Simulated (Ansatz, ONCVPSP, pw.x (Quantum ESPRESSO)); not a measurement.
## pw.x on diamond Os: one setting changed

Potential: optimised norm-conserving Vanderbilt (ONCV), ONCVPSP 4.0.1.1 (patched build), PBEsol; core [Kr] 4d10 4f14, reference 5s2 5p6 5d6 6s2; waves: 5s+6s: rc 1.85 bohr, ncon 4, nbas 7, qcut 7.9 1/bohr, 2 projectors; 5p: rc 1.70 bohr, ncon 4, nbas 8, qcut 9 1/bohr, 3 projectors, debl 3.6 Ha; 5d: rc 2.10 bohr, ncon 3, nbas 7, qcut 8 1/bohr, 3 projectors, debl 4 Ha; local part: polynomial inside 1.30 bohr (lpopt 5, dvloc0 0 Ha); core correction: polynomial model core, fcfact 0.18.

The reference run (k-mesh 8³, cutoffs 70/280 Ry, Fermi–Dirac 0.01 Ry, mixing_beta 0.4, conv_thr 1e-9, no spin) gives -2.71 GPa at 20.823 Å³/atom, where all-electron LAPW gives 0.05 GPa. This run, with its own iteration cap, changes degauss to 0.002.

```
&control
  calculation='scf', prefix='x', pseudo_dir='./', outdir='./tmp', tstress=.true., disk_io='none'
/
&system
  ibrav=0, nat=2, ntyp=1, ecutwfc=70, ecutrho=280, nbnd=26,
  occupations='smearing', smearing='fd', degauss=0.002
/
&electrons
  conv_thr=1e-09, mixing_beta=0.4, electron_maxstep=60
/
ATOMIC_SPECIES
Os 1.0 Os.UPF
CELL_PARAMETERS angstrom
  0.00000000 2.75115103 2.75115103
  2.75115103 0.00000000 2.75115103
  2.75115103 2.75115103 0.00000000
ATOMIC_POSITIONS crystal
Os 0.0000 0.0000 0.0000
Os 0.2500 0.2500 0.2500
K_POINTS automatic
8 8 8 0 0 0
```

```bash
pw.x < Os.scf.in > Os.scf.out
```

Task: How does the run end?

Result: It converges in 9 iterations; the free energy moves by +20.8 meV/atom and the pressure by -0.27 GPa. In a metal, with Fermi–Dirac smearing, F lies below its zero-width value by a term in the square of the width.

```
Message from routine setup:
     using ibrav=0 with symmetry is DISCOURAGED, use correct ibrav instead
     lattice parameter (alat)  =       7.3524  a.u.
     unit-cell volume          =     281.0411 (a.u.)^3
     number of electrons       =        32.00
     number of Kohn-Sham states=           26
     kinetic-energy cutoff     =      70.0000  Ry
     charge density cutoff     =     280.0000  Ry
     scf convergence threshold =      1.0E-09
     Exchange-correlation= PBESOL
     number of k points=    29  Fermi-Dirac smearing, width (Ry)=  0.0020
     iteration #  1     ecut=    70.00 Ry     beta= 0.40
     total energy              =    -399.02845593 Ry
     estimated scf accuracy    <       0.05274699 Ry
     iteration #  2     ecut=    70.00 Ry     beta= 0.40
     total energy              =    -399.02385944 Ry
     estimated scf accuracy    <       0.01482379 Ry
     iteration #  3     ecut=    70.00 Ry     beta= 0.40
     total energy              =    -399.02498719 Ry
     estimated scf accuracy    <       0.00015553 Ry
     [... 3 iterations left out ...]
     iteration #  7     ecut=    70.00 Ry     beta= 0.40
     total energy              =    -399.02501121 Ry
     estimated scf accuracy    <       0.00000005 Ry
     iteration #  8     ecut=    70.00 Ry     beta= 0.40
     total energy              =    -399.02501123 Ry
     estimated scf accuracy    <          3.4E-09 Ry
     iteration #  9     ecut=    70.00 Ry     beta= 0.40
     the Fermi energy is    15.6984 ev
!    total energy              =    -399.02501123 Ry
     estimated scf accuracy    <          1.5E-11 Ry
     smearing contrib. (-TS)   =      -0.00020414 Ry
     The total energy is F=E-TS. E is the sum of the following terms:
     one-electron contribution =    -141.99974476 Ry
     hartree contribution      =      82.60386764 Ry
     xc contribution           =     -74.37772863 Ry
     ewald contribution        =    -265.25120134 Ry
     convergence has been achieved in   9 iterations
          total   stress  (Ry/bohr**3)                   (kbar)     P=      -29.75
     Message from routine punch:
     Nothing written, as per user request (disk_io='none')
```

The run took about 28 s on one core of a shared host (Intel(R) Xeon(R) Platinum 8375C CPU @ 2.90GHz, 128 threads, 992 GiB, load 69).
